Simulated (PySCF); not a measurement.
## Electron affinity of Cl by level of theory

Cl⁻ [Ar] (1S) → Cl [Ne] 3s2 3p5 (2P), as a difference of total energies. All numbers are calculated (PySCF 2.14, no relativity, point nucleus, in aug-cc-pV(5+d)Z (8s7p6d4f3g2h, 136 functions)). Correlated levels: valence: [Ne] frozen. The calculations carry no spin-orbit coupling.

| method | electron affinity (eV) | plus first-order spin-orbit estimate | error of that sum (eV) |
| --- | --- | --- | --- |
| UHF | 2.368 | 2.334 | -1.279 |
| LDA | 3.931 | 3.896 | +0.283 |
| PBE | 3.650 | 3.615 | +0.002 |
| PBE0 | 3.566 | 3.531 | -0.082 |
| r2SCAN | 3.602 | 3.567 | -0.046 |
| r2SCAN0 | 3.534 | 3.499 | -0.114 |
| MN15 | 3.603 | 3.569 | -0.044 |
| HSE06 | 3.563 | 3.529 | -0.084 |
| MP2 (valence) | 3.759 | 3.724 | +0.111 |
| SCS-MP2 (valence) | 3.677 | 3.643 | +0.030 |

Reference: 3.613 eV (measured; photodetachment measurements, as compiled on the Wikipedia data page of electron affinities).

A first-order spin-orbit estimate (lowest level to lowest level, LS coupling) adds -0.034 eV.

In the anion the highest occupied orbital energy is positive at LDA, PBE, r2SCAN, a self-interaction effect; the basis confines that electron, and the energy difference can still be sensible.
